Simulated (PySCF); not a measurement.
C2H4O2, SMILES C(=O)(O)C. Atoms are numbered in the order given.

```xyz
8

C      0.1104     1.3881     0.0000
C     -0.1217    -0.0928     0.0000
O      1.0340    -0.7765     0.0000
O     -1.1928    -0.6378     0.0000
H     -0.8514     1.9116     0.0000
H      0.6983     1.6735     0.8846
H      0.6983     1.6735    -0.8846
H      0.7927    -1.7156     0.0000
```

Geometry: PBE0-D3(BJ)/def2-SVP. One conformer was computed; it need not be the lowest.

Calculation: PBE/pcJ-1 (PySCF).

Isotropic couplings with Fermi-contact, spin-dipole and both spin-orbit terms, one fixed conformer, no vibrational averaging. Isotopes: 13C, 1H.

Computed spin–spin coupling constants:
| pair | bonds apart | J (Hz) |
|---|---|---|
| C1–C2 | 1 | 55.3 |
| C1–H5 | 1 | 131.9 |
| C1–H6 | 1 | 121.1 |
| C1–H7 | 1 | 121.1 |
| C2–H5 | 2 | -4.1 |
| C2–H6 | 2 | -6.0 |
| C2–H7 | 2 | -6.0 |
| C2–H8 | 2 | -5.3 |
| H5–H6 | 2 | -11.4 |
| H5–H7 | 2 | -11.4 |
| H6–H7 | 2 | -17.4 |
| C1–H8 | 3 | 7.3 |
| H5–H8 | 4 | 3.8 |
| H6–H8 | 4 | -0.5 |
| H7–H8 | 4 | -0.5 |
